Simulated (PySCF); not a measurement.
Molecule: `C=CC=C`, C₄H₆.

Structure with atom numbers: `[CH2:1]=[CH:2][CH:3]=[CH2:4]`. Each H is labelled by its parent atom. Ha(C4) is cis to C2; Ha(C1) is cis to C3; Hb(C4) is trans to C2; Hb(C1) is trans to C3.

Spin–spin couplings on one PBE0-D3(BJ)/def2-SVP geometry, PySCF 2.14.0 with density-fitted response routines, gas phase, non-relativistic, equivalent pairs averaged (without the spin–dipole term); isotopes ¹³C, ¹H; basis pcJ-1.

Task: How do the couplings (Hz) change with the functional? Times are CPU seconds on shared hosts with different chips, so compare them loosely.

Result: 
```tsv
functional	functions	¹J(C1,Hb(C1))	¹J(C1,Ha(C1))	¹J(C2,H(C2))	¹J(C1,C2)	¹J(C2,C3)	²J(C2,H(C3))	²J(C1,H(C2))	core-s
LDA	168	131.9	127.1	123.1	55.3	39.6	5.8	3.2	5.8
PBE	168	155.7	150.6	146.1	68.0	50.4	5.5	1.6	7.2
KT2	168	167.0	160.5	155.0	56.8	40.6	6.1	2.5	7.3
B3LYP	168	170.6	165.5	159.9	76.5	58.7	5.2	0.5	7.3
PBE0	168	162.1	156.5	152.0	74.6	57.7	3.4	-1.4	6.6
B97-2	168	155.8	150.7	145.3	73.6	56.5	4.2	-0.3	6.5
BHandHLYP	168	186.8	180.6	174.6	93.1	74.8	0.8	-5.7	7.2
CAM-B3LYP	168	168.6	162.8	157.9	75.8	59.3	4.4	-0.3	8.8
``` Left out for a near triplet instability: HF/pcJ-1.
